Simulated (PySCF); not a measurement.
**Basis set benchmark on one molecule**

Molecule: `PP`, H$_{4}$P$_{2}$.

Atom-mapped SMILES (the numbers label the heavy atoms): `[PH2:1][PH2:2]` (H(Xn): hydrogen on atom n).

Geometry PBE0-D3(BJ)/def2-SVP throughout; GIAO in PySCF, gas phase, one conformer, non-relativistic; equivalent atoms averaged; functional PBE0.

Reference values (measured; solution, acetone; S. K. Latypov et al., Phys. Chem. Chem. Phys. 2015 (author manuscript)): δ(P1/P2) = -203.6 ppm vs 85 % H3PO4. Computed shifts are taken against H3PO4, calculated as an isolated molecule at each level.

How do the basis sets STO-3G, 6-31G, pcSseg-0, 6-31G*, def2-SVP, cc-pVDZ, pcSseg-1, aug-cc-pVDZ, 6-311+G(2d,p), def2-TZVP, cc-pVTZ, IGLO-III, pcSseg-2, pcSseg-3 perform against the reference? Times are CPU seconds on shared hosts with different chips, so compare them loosely.

## Answers


| basis set | functions | P1/P2 | abs. error P | core-s |
| --- | --- | --- | --- | --- |
| STO-3G | 22 | -114.1 | 89.5 | 1.4 |
| 6-31G | 34 | -221.2 | 17.6 | 3.2 |
| pcSseg-0 | 34 | -296.5 | 92.9 | 1.1 |
| 6-31G* | 44 | -184.9 | 18.7 | 3.9 |
| def2-SVP | 56 | -199.6 | 4.0 | 4.2 |
| cc-pVDZ | 56 | -195.8 | 7.8 | 1.8 |
| pcSseg-1 | 68 | -222.1 | 18.5 | 2.6 |
| aug-cc-pVDZ | 90 | -213.6 | 10.0 | 3 |
| 6-311+G(2d,p) | 94 | -229.4 | 25.8 | 7.4 |
| def2-TZVP | 98 | -233.4 | 29.8 | 7.5 |
| cc-pVTZ | 124 | -225.9 | 22.3 | 4.2 |
| IGLO-III | 128 | -225.8 | 22.2 | 4 |
| pcSseg-2 | 142 | -226.5 | 22.9 | 3.4 |
| pcSseg-3 | 284 | -230.8 | 27.2 | 17 |

For 31P the closest is def2-SVP (4.0 ppm) and the furthest pcSseg-0 (92.9 ppm). Where a smaller basis beats a larger one, errors probably cancel; the largest sets show where the functional converges. One molecule is a small sample, and vibrational and solvent effects are absent from the calculation.

A small basis that lands close on one nucleus may do so by chance; judge by the trend and by all nuclei.
